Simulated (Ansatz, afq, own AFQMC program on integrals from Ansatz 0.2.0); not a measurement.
# GeH, doublet in cc-pVTZ, levels against full CI

```xyz
2

Ge    0.0000    0.0000    0.0000
H     0.0000    0.0000    3.4410
```

Basis cc-pVTZ. Only valence electrons are correlated. AFQMC by an in-house program on the Cholesky factors that Ansatz 0.2.0 writes for its CCSD(T) run. ph-AFQMC/CISD is guided by a CISD state made of CCSD amplitudes; releasing the constraint for a short imaginary time cuts its bias at the price of noise, slowly where states lie close. Error bars are statistical, one sigma. No spin–orbit coupling.

Determinant: UHF, the one that the program's search chose, which needn't be the lowest solution. The geometry is a point of a scan.

Full CI on the same integrals is exact in this basis and with this determinant's frozen core.

Cautions: no relativity below Rb; no spin-orbit coupling; inner d shell frozen; unrestricted determinant spin contaminated (⟨S²⟩ 1.72 against 0.75); the released energies are still falling, so no released level is given (meV from the phaseless value at times in 1/Eh: -3.8 ± 1.7 at 0.24, -5.5 ± 1.5 at 0.51, -9.6 ± 1.4 at 0.99, -12.0 ± 1.4 at 1.62, -14.6 ± 1.4 at 2.40); the next higher spin lies close (full CI puts it 125 meV above).

The T1 diagnostic is 0.0210. The weight of the determinant in the CISD state is 0.928 and the ⟨S²⟩ of the determinant is 1.724. The size of the correlated space is 5 electrons in 43 orbitals.

Reference: full CI, correlation energy -1.944 eV. The cautions show a poor starting determinant, so the rows tell how each method copes with it here, and full CI is the sure value.

```csv
level,E − E(reference) (kJ/mol),share of correlation (%)
HF,187.5,0.00
MP2,53.6,71.41
CCSD,11.8,93.71
CCSD(T),6.2,96.69
CCSDT,1.1,99.42
CCSDT(Q),0.3,99.83
CCSDTQ,0.0,99.99
ph-AFQMC/CISD,0.2 ± 0.2,99.90
```

CCSDT and higher add their correlation energy to the determinant of the CCSD(T) run, since their own runs factorise the integrals more tightly (a shift of under 2 meV). A walk keeps the symmetry of its determinant, which the program's search chose and which needn't be the lowest solution, so a lower state of the same spin and another symmetry isn't excluded.
